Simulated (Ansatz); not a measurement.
Isolated molecules relaxed with PBE0-D4/def2-TZVP in Ansatz; ΔE leaves out vibrations. CCSD(T)/CBS is the MP2 limit (def2-TZVPP, def2-QZVPP) plus CCSD(T) − MP2 in def2-TZVPP, frozen cores. This one scheme is used for every species. Functionals use def2-TZVPP. HSE06 is defined as in plane-wave codes. One conformer a species, not always the lowest.

Consider the hydrogenolysis of a C–C bond: `CCCCC(C)C` + H₂ → `CC(C)C` + `CCC`.

```json
{"level": "LDA (SPW92)", "ΔE (kJ/mol)": "-55.2"}
{"level": "HSE06-D4", "ΔE (kJ/mol)": "-64.3"}
{"level": "revPBE", "ΔE (kJ/mol)": "-78.0"}
{"level": "BLYP", "ΔE (kJ/mol)": "-81.6"}
{"level": "HSE06", "ΔE (kJ/mol)": "-72.2"}
{"level": "CCSD/def2-SVP", "ΔE (kJ/mol)": "-66.5"}
{"level": "HF/def2-TZVPP", "ΔE (kJ/mol)": "-89.2"}
{"level": "HF/def2-QZVPP", "ΔE (kJ/mol)": "-89.1"}
```

(1) What does CCSD(T)/CBS give? (An estimate is asked.)

Largest T1 diagnostic among the species: 0.008.

Results:

(1) Ansatz gave: -59.3 kJ/mol. The listed levels differ from it by 4.1, -5.0, -18.7, -22.3, -12.9, -7.2, -29.9, -29.8 kJ/mol.

In def2-TZVPP, CCSD(T) changes the Hartree–Fock value by +28.4 kJ/mol (the triples alone add +5.3 kJ/mol) and MP2 by +32.6 kJ/mol. The D4 term adds +14.1 kJ/mol with B3LYP and +8.4 kJ/mol with PBE0; it sums over pairs of atoms, weighted by their polarisabilities, and B3LYP, whose exchange is more repulsive, gets the larger term.

B3LYP here is the variant with VWN-RPA as its local correlation; programs differ in this.
